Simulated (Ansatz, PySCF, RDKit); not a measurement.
Pair of molecules: H2O (SMILES O) (first 3 atoms) with H2O (SMILES O); geometry from S66by8 set.
(charge 0, multiplicity 1):
```xyz
6

O     -1.42384    -0.04441     0.00463
H     -1.74383     0.85843    -0.01680
H     -0.46412     0.05377    -0.00009
O      1.34613     0.03957    -0.00433
H      1.72275    -0.39881     0.76179
H      1.71840    -0.43664    -0.74973
```

Monomers are frozen at their geometry in the pair; levels with a basis set take the counterpoise correction. Rows marked so take none. RDKit's UFF carries no charges.

Frozen-core correlation. Rows in 6-31G* carry no dispersion term and start afresh at each structure (6-31G* with six Cartesian d functions).

The values were computed with Ansatz (an electronic-structure program); PySCF for 6-31G* rows, the dispersion terms; RDKit for the force fields. Values without a source in brackets are computed.

```tsv
level	interaction energy (kcal/mol)
UFF	41.76
PBE/def2-TZVPPD	-4.61
PBE-D4/def2-TZVPPD	-5.01
BP86/6-31G* (no counterpoise)	-6.59
r2SCAN/def2-TZVPPD	-4.84
B3LYP/6-31G*	-5.31
B3LYP-D4/def2-TZVPPD	[?]
PBE0-D3(BJ)/def2-TZVPPD	-5.05
MP2/aug-cc-pVDZ	[?]
```

Fill in the missing entries.


- B3LYP-D4/def2-TZVPPD, interaction energy (kcal/mol): -4.74
- MP2/aug-cc-pVDZ, interaction energy (kcal/mol): -3.82
